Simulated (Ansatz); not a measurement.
Start from `P[SiH2]Cl` and change one atom or group to get `[AlH2][SiH2]Cl`.

Ansatz, PBE0-D4/def2-TZVP geometries, multiplicity 1. Each molecule was computed in one conformer, which needn't be the lowest.

```json
{"property": "HOMO energy (PBE/def2-TZVPP) / eV", "`P[SiH2]Cl`": "-6.75"}
{"property": "HOMO energy (PBE0/def2-TZVPP) / eV", "`P[SiH2]Cl`": "-7.88"}
{"property": "zero-point energy (PBE0-D4/def2-TZVP) / kJ/mol", "`P[SiH2]Cl`": "95.5"}
{"property": "HOMO energy (ωB97M-V/def2-TZVPP) / eV", "`P[SiH2]Cl`": "-9.97"}
{"property": "LUMO energy (ωB97M-V/def2-TZVPP) / eV", "`P[SiH2]Cl`": "1.71"}
{"property": "vertical ionisation energy (CCSD(T)/CBS(def2)) / eV", "`P[SiH2]Cl`": "10.22"}
```

(1) Give the same properties after the change, and the shifts. (An estimate is asked.)

Results:

(1) Computed: 
```csv
property,`[AlH2][SiH2]Cl`,shift
HOMO energy (PBE/def2-TZVPP) / eV,-6.46,0.29
HOMO energy (PBE0/def2-TZVPP) / eV,-7.57,0.31
zero-point energy (PBE0-D4/def2-TZVP) / kJ/mol,83.0,-12.5
HOMO energy (ωB97M-V/def2-TZVPP) / eV,-9.55,0.42
LUMO energy (ωB97M-V/def2-TZVPP) / eV,-0.67,-2.38
vertical ionisation energy (CCSD(T)/CBS(def2)) / eV,9.87,-0.35
```

With PBE0 the HOMO rises by 0.31 eV and the LUMO falls by 2.18 eV, so the gap narrows by about 2.49 eV. PBE moves the HOMO by 0.29 eV and ωB97M-V by 0.42 eV.
